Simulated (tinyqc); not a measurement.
MP2 on RHF in the sto-6g basis, frozen core, for H3O+, spin multiplicity 1, step by step. One step of it, computed by the program tinyqc.

Problem. Second-order Moller-Plesset energy. E2 = sum_ijab (ia|jb) [2 (ia|jb) - (ib|ja)] / (e_i + e_j - e_a - e_b) over occupied i, j and virtual a, b; the opposite-spin part is (ia|jb)^2 / denominator, the rest is same-spin, and SCS-MP2 scales them by 6/5 and 1/3.

orbital energies (hartree): MO1 -21.167568, MO2 -1.878716, MO3 -1.155913, MO4 -1.155901, MO5 -0.972508, MO6 0.148391, MO7 0.289648, MO8 0.290007

Two-electron integrals over orbitals (pq|rs), unique and non-zero (hartree); the lowest 1 orbital is frozen and left out:
```
(22|22) 0.752464    (32|32) 0.142785    (33|22) 0.682135    (33|33) 0.691132
(42|22) 0.000124    (42|33) -0.031659   (42|42) 0.142837    (43|32) -0.031697
(43|43) 0.041609    (44|22) 0.682246    (44|33) 0.608021    (44|42) 0.031567
(44|44) 0.691198    (52|22) -0.034233   (52|33) 0.003430    (52|42) 0.000021
(52|44) 0.003454    (52|52) 0.126674    (53|32) 0.008887    (53|43) 0.003942
(53|53) 0.039075    (54|22) -3.24e-07   (54|33) 0.003917    (54|42) 0.008916
(54|44) -0.003979   (54|52) -0.000060   (54|54) 0.039075    (55|22) 0.722097
(55|33) 0.663925    (55|42) -0.000033   (55|44) 0.663982    (55|52) 0.087403
(55|54) -0.000093   (55|55) 0.881654    (62|22) 0.157030    (62|33) 0.110550
(62|42) -0.000135   (62|44) 0.110645    (62|52) -0.024897   (62|54) -0.000055
(62|55) 0.143230    (62|62) 0.093702    (63|32) -0.006641   (63|43) 0.020391
(63|53) 0.007269    (63|63) 0.047250    (64|22) -0.000465   (64|33) 0.019986
(64|42) -0.006388   (64|44) -0.020751   (64|52) -0.000104   (64|54) 0.007221
(64|55) -0.000545   (64|62) -0.000330   (64|64) 0.046978    (65|22) -0.072572
(65|33) -0.041824   (65|42) -0.000112   (65|44) -0.041919   (65|52) 0.029400
(65|54) -0.000066   (65|55) -0.061108   (65|62) -0.048844   (65|64) 0.000150
(65|65) 0.034553    (66|22) 0.570976    (66|33) 0.531739    (66|42) -0.000505
(66|44) 0.531330    (66|52) -0.058892   (66|54) 0.000087    (66|55) 0.516586
(66|62) 0.080229    (66|64) 0.000076    (66|65) -0.040620   (66|66) 0.509370
(72|32) 0.040962    (72|43) 0.013757    (72|53) 0.021808    (72|63) 0.036054
(72|72) 0.049619    (73|22) 0.145236    (73|33) 0.118678    (73|42) 0.040054
(73|44) 0.125428    (73|52) 0.042450    (73|54) -0.004930   (73|55) 0.183382
(73|62) 0.081029    (73|64) -0.021520   (73|65) -0.030329   (73|66) 0.044172
(73|73) 0.144436    (74|32) 0.040055    (74|43) -0.003375   (74|53) -0.004912
(74|63) -0.021386   (74|72) -0.003022   (74|74) 0.033004    (75|32) 0.045171
(75|43) -0.012203   (75|53) 0.024275    (75|63) -0.012555   (75|72) 0.011754
(75|74) 0.015839    (75|75) 0.035847    (76|32) 0.096055    (76|43) -0.037111
(76|53) -0.010325   (76|63) -0.039174   (76|72) -0.002578   (76|74) 0.047151
(76|75) 0.034060    (76|76) 0.110076    (77|22) 0.595444    (77|33) 0.612156
(77|42) -0.033081   (77|44) 0.540636    (77|52) -0.001241   (77|54) 0.010830
(77|55) 0.582982    (77|62) 0.074975    (77|64) 0.036952    (77|65) -0.023276
(77|66) 0.506882    (77|73) 0.058893    (77|77) 0.592646    (82|22) -0.000543
(82|33) -0.014180   (82|42) -0.040897   (82|44) 0.013490    (82|52) 0.000024
(82|54) -0.021806   (82|55) -0.000506   (82|62) -0.000179   (82|64) -0.036056
(82|65) 0.000165    (82|66) -0.000281   (82|73) 0.002752    (82|77) -0.023917
(82|82) 0.049625    (83|32) -0.040119   (83|43) 0.003340    (83|53) 0.004874
(83|63) 0.021261    (83|72) 0.002893    (83|74) -0.030674   (83|75) -0.015837
(83|76) -0.047095   (83|83) 0.032926    (84|22) -0.145093   (84|33) -0.125418
(84|42) 0.040213    (84|44) -0.118607   (84|52) -0.042434   (84|54) -0.004852
(84|55) -0.183327   (84|62) -0.081015   (84|64) -0.020976   (84|65) 0.030219
(84|66) -0.044665   (84|73) -0.080617   (84|77) -0.093830   (84|82) 0.003375
(84|84) 0.144558    (85|22) 0.000103    (85|33) 0.012237    (85|42) -0.045152
(85|44) -0.012059   (85|52) -0.000127   (85|54) -0.024287   (85|55) 0.000075
(85|62) 0.000145    (85|64) 0.012434    (85|65) 0.000010    (85|66) 0.000284
(85|73) -0.015791   (85|77) 0.015480    (85|82) 0.011736    (85|84) -0.015941
(85|85) 0.035821    (86|22) -0.000084   (86|33) 0.036944    (86|42) -0.095870
(86|44) -0.036743   (86|52) 0.000130    (86|54) 0.010227    (86|55) 0.000115
(86|62) -0.000039   (86|64) 0.038647    (86|65) 0.000168    (86|66) 0.000583
(86|73) -0.047001   (86|77) 0.057535    (86|82) -0.002500   (86|84) -0.047246
(86|85) 0.033929    (86|86) 0.109366    (87|32) 0.032818    (87|43) -0.035690
(87|53) -0.010843   (87|63) -0.037219   (87|72) -0.023639   (87|74) 0.017318
(87|75) 0.015374    (87|76) 0.057470    (87|83) -0.017231   (87|87) 0.048574
(88|22) 0.595556    (88|33) 0.540441    (88|42) 0.033661    (88|44) 0.612425
(88|52) -0.001239   (88|54) -0.010906   (88|55) 0.583008    (88|62) 0.075083
(88|64) -0.037645   (88|65) -0.023394   (88|66) 0.506248    (88|73) 0.094040
(88|77) 0.494631    (88|82) 0.023421    (88|84) -0.058470   (88|85) -0.015611
(88|86) -0.058016   (88|88) 0.593362
```

Hartree-Fock energy = -76.01534448 hartree

Give: Terms; Pair energies; MP2 correlation energy; SCS-MP2 correlation energy; MP2 total energy.

Solution.

Terms (the 40 largest of 74):
```
i  j  a  b  (ia|jb)  (ib|ja)  denominator       term
4  4  8  8   0.1446   0.1446      -2.8918    -0.0072
3  3  7  7   0.1444   0.1444      -2.8911    -0.0072
3  4  7  8  -0.0806  -0.0307      -2.8915    -0.0036
4  3  8  7  -0.0806  -0.0307      -2.8915    -0.0036
2  3  6  7   0.0810   0.0361      -3.4727    -0.0029
3  2  7  6   0.0810   0.0361      -3.4727    -0.0029
2  4  6  8  -0.0810  -0.0361      -3.4730    -0.0029
4  2  8  6  -0.0810  -0.0361      -3.4730    -0.0029
2  2  6  6   0.0937   0.0937      -4.0542    -0.0022
3  3  6  6   0.0473   0.0473      -2.6086    -0.0009
4  4  6  6   0.0470   0.0470      -2.6086    -0.0008
2  5  6  6  -0.0488  -0.0488      -3.1480    -0.0008
5  2  6  6  -0.0488  -0.0488      -3.1480    -0.0008
3  5  7  6  -0.0303  -0.0126      -2.5665    -0.0006
5  3  6  7  -0.0303  -0.0126      -2.5665    -0.0006
2  2  8  8   0.0496   0.0496      -4.3374    -0.0006
2  2  7  7   0.0496   0.0496      -4.3367    -0.0006
4  5  8  6   0.0302   0.0124      -2.5668    -0.0006
5  4  6  8   0.0302   0.0124      -2.5668    -0.0006
5  5  6  6   0.0346   0.0346      -2.2418    -0.0005
5  5  7  7   0.0358   0.0358      -2.5243    -0.0005
5  5  8  8   0.0358   0.0358      -2.5250    -0.0005
4  4  7  7   0.0330   0.0330      -2.8911  -3.77e-04
3  3  8  8   0.0329   0.0329      -2.8918  -3.75e-04
3  4  8  7  -0.0307  -0.0806      -2.8915   2.04e-04
4  3  7  8  -0.0307  -0.0806      -2.8915   2.04e-04
4  3  6  7  -0.0215  -0.0214      -2.7499  -1.69e-04
3  4  7  6  -0.0215  -0.0214      -2.7499  -1.69e-04
3  4  6  7  -0.0214  -0.0215      -2.7499  -1.65e-04
4  3  7  6  -0.0214  -0.0215      -2.7499  -1.65e-04
3  3  6  8   0.0213   0.0213      -2.7502  -1.64e-04
3  3  8  6   0.0213   0.0213      -2.7502  -1.64e-04
4  4  6  8  -0.0210  -0.0210      -2.7502  -1.60e-04
4  4  8  6  -0.0210  -0.0210      -2.7502  -1.60e-04
5  4  8  8  -0.0159  -0.0159      -2.7084  -9.38e-05
4  5  8  8  -0.0159  -0.0159      -2.7084  -9.38e-05
5  3  7  8  -0.0158  -0.0158      -2.7081  -9.29e-05
3  5  8  7  -0.0158  -0.0158      -2.7081  -9.29e-05
4  5  7  7   0.0158   0.0158      -2.7077  -9.27e-05
5  4  7  7   0.0158   0.0158      -2.7077  -9.27e-05
```

Pair energies (hartree; pair i-j sums ij and ji):
```
pair  opposite spin  same spin
2-2         -0.0033          0
3-2         -0.0045    -0.0012
3-3         -0.0088          0
4-2         -0.0045    -0.0012
4-3         -0.0058    -0.0017
4-4         -0.0088          0
5-2         -0.0017  -2.44e-10
5-3         -0.0012  -2.46e-04
5-4         -0.0012  -2.46e-04
5-5         -0.0015          0
```

MP2 correlation energy = -0.045927 hartree

SCS-MP2 correlation energy = -0.051172 hartree

MP2 total energy = -76.061271 hartree
